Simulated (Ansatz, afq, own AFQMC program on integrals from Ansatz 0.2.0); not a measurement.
## SiNH$_{4}$, quartet in cc-pVTZ, levels against AFQMC with the constraint released

```xyz
6

Si   -0.8801    0.0000    0.0000
H    -1.3749    1.3997    0.0000
H    -1.3749   -0.6999    1.2122
H    -1.3749   -0.6999   -1.2122
H     0.9529    0.0000    0.0000
N     1.9929    0.0000    0.0000
```

Connectivity, by distances: SiH3 ··· NH.

Basis cc-pVTZ. Noble-gas cores (and the filled d shells of Ga–Kr and In–Xe) are frozen. Ansatz 0.2.0 and our own AFQMC program on the same integrals; the CISD trial comes from CCSD amplitudes, and released means the phaseless constraint is let go. Error bars are statistical, one sigma.

Determinant: UHF, the one that the program's search chose, which needn't be the lowest solution. The geometry is a point of a scan.

No full CI on the walks' own integrals is used here. The released AFQMC energy serves as the reference, which it does only where one determinant dominates, the energy is flat over the last release times and near the phaseless one (40 meV or 2 meV an electron, half that with transition metals). On small molecules, where full CI could be run and the noise was under 10 meV, such values lay within 10 meV of it in 19 cases of 20, a flattering rate, since the rule was set on those same cases; what remains of the bias isn't in the error bar.

Cautions: lower spins were not checked; the released value is read at 1.62 1/Eh, later times being too noisy (meV from the phaseless value at times in 1/Eh: -3 ± 4 at 0.24, -8 ± 5 at 0.51, -12 ± 5 at 0.99, -10 ± 8 at 1.62, -36 ± 12 at 2.40).

- T1 diagnostic: 0.0156
- weight of the determinant in the CISD state: 0.874
- ⟨S²⟩ of the determinant: 3.778
- size of the correlated space: 13 electrons in 114 orbitals

```
  level  correlation energy (eV)
    MP2                  -7.1764
   CCSD                  -8.4014
CCSD(T)                  -8.6413
```

(1) Estimate where phaseless AFQMC with a CISD trial lies against CCSD(T) on the same integrals.

(1) 0.74 ± 0.12 kcal/mol below CCSD(T).

Reference: AFQMC with the constraint released, correlation energy -8.683 ± 0.008 eV.

```json
{"level": "CCSD(T)", "E − E(reference) (kcal/mol)": "0.97 ± 0.19", "share of correlation (%)": "99.52"}
{"level": "ph-AFQMC/CISD", "E − E(reference) (kcal/mol)": "0.23 ± 0.23", "share of correlation (%)": "99.89"}
```

A walk keeps the symmetry of its determinant, which the program's search chose and which needn't be the lowest solution, so a lower state of the same spin and another symmetry isn't excluded. Released energies are given only where the last usable release times agree within the noise; a slower fall can still hide under it.
